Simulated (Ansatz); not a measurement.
A cut through the energy surface

AlH$_{3}$S$_{2}$ (SMILES [SH][AlH][SH]), singlet, at its PBE0-D4/def2-TZVP minimum:

```
6
angstrom
S -1.4840 -1.2715 -0.8060
Al 0.0336 0.1065 -0.0699
S 1.0984 -0.5117 1.7266
H -1.7947 -0.4646 -1.8357
H 0.3431 1.4712 -0.7948
H 1.8455 0.6060 1.7337
```

The bond length S1–H4 (1.344 Å at the minimum) is set to the values below, the two halves moving rigidly along the bond. Each method's energies count from its own value at the PBE0-D4 minimum structure. Program: Ansatz 0.2.0. Basis: def2-TZVPP. Cores are frozen in the correlated methods. B3LYP uses VWN-RPA correlation.

| bond length (Å) | CCSD(T) (eV) | wB97M-V (eV) | HF (eV) |
| --- | --- | --- | --- |
| 1.210 | 0.287 | 0.287 | 0.257 |
| 1.237 | 0.172 | 0.172 | 0.147 |
| 1.277 | 0.061 | 0.061 | 0.043 |
| 1.323 | ? | 0.004 | -0.002 |
| 1.374 | ? | 0.013 | 0.022 |
| 1.429 | 0.087 | 0.088 | 0.116 |
| 1.488 | ? | 0.224 | 0.274 |
| 1.549 | 0.401 | 0.409 | 0.484 |
| 1.613 | 0.620 | 0.636 | 0.740 |

(1) Fill in the withheld CCSD(T) values. (To be estimated.)

(1) Computed: 0.004 eV at 1.323 Å; 0.013 eV at 1.374 Å; 0.221 eV at 1.488 Å. These count from the CCSD(T) energy at the PBE0-D4 minimum.

Minimum and curvature along this coordinate at CCSD(T): A fifth-order fit through the nearest points gives 1.341 Å, with a curvature of about 26 eV/Å².

Question: Treat the two halves as rigid bodies and work out the harmonic wavenumber of this stretch from that curvature (ν̃ = 521.5 √(k/μ) cm⁻¹ with k in eV/Å² and μ in u).

Answer: The halves weigh 93.13 and 1.01 u, so μ = 93.13 × 1.01/94.14 = 0.999 u and ν̃ = 521.5 √(26/0.999) ≈ 2700 cm⁻¹. A true normal mode mixes in other motions, so this is a guide only.

Largest difference from the CCSD(T) curve over the scan: PBE-D4 0.078; r2SCAN-D4 0.012; PBE0-D4 0.013; B3LYP-D4 0.020 eV. Each curve counts from its own value at the minimum.

No T1 diagnostic of these runs exceeds 0.012.

For scale, one of the runs: CCSD(T)/def2-TZVPP, 168 basis functions (an equivalent command: `ansatz run in.yaml --threads 2`). Time: 29 s of wall clock on 2 CPU threads; the host was shared. Peak host memory: 1.2 GiB.
